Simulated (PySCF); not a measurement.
# CO₂ + H₂O → H₂CO + O₂

Level: B3LYP in the def2-TZVP basis family, all electrons, no relativity, computed in PySCF with density fitting; open shells unrestricted.

```json
{"species": "CO₂", "state and structure": "singlet, D∞h, C–O 1.160 Å (×2)", "ZPE (kJ/mol)": "30.7", "H(298 K) − H(0) (kJ/mol)": "9.3", "S° (J/(mol K))": "213.6"}
{"species": "H₂O", "state and structure": "singlet, C2v, O–H 0.963 Å (×2); H–O–H 105.2°", "ZPE (kJ/mol)": "55.6", "H(298 K) − H(0) (kJ/mol)": "9.9", "S° (J/(mol K))": "188.8"}
{"species": "H₂CO", "state and structure": "singlet, C2v, C–H 1.107 Å (×2), C–O 1.199 Å; H–C–H 115.9°, H–C–O 122.0° (×2)", "ZPE (kJ/mol)": "69.7", "H(298 K) − H(0) (kJ/mol)": "10.0", "S° (J/(mol K))": "218.6"}
{"species": "O₂", "state and structure": "triplet, D∞h, O–O 1.204 Å", "ZPE (kJ/mol)": "9.8", "H(298 K) − H(0) (kJ/mol)": "8.7", "S° (J/(mol K))": "205.0"}
```

(1) Is the gas-phase reaction uphill or downhill in electronic energy at this level, and by how much?

(2) Add zero-point, thermal and entropy terms for 298.15 K and 1 bar.

Answers

(1) At B3LYP/def2-TZVP, ΔE = 496.0 kJ/mol, uphill. 

(2) ΔZPE = -6.8 and Δ[H(298) − H(0)] = -0.5 kJ/mol give ΔH° = 488.7 kJ/mol. ΔS° = 21.2 J/(mol K), so ΔG° = 488.7 − 298.15 × (0.0212) = 482 kJ/mol.

Each species is the lowest minimum found with this bonding; other isomers or fragments can lie lower.
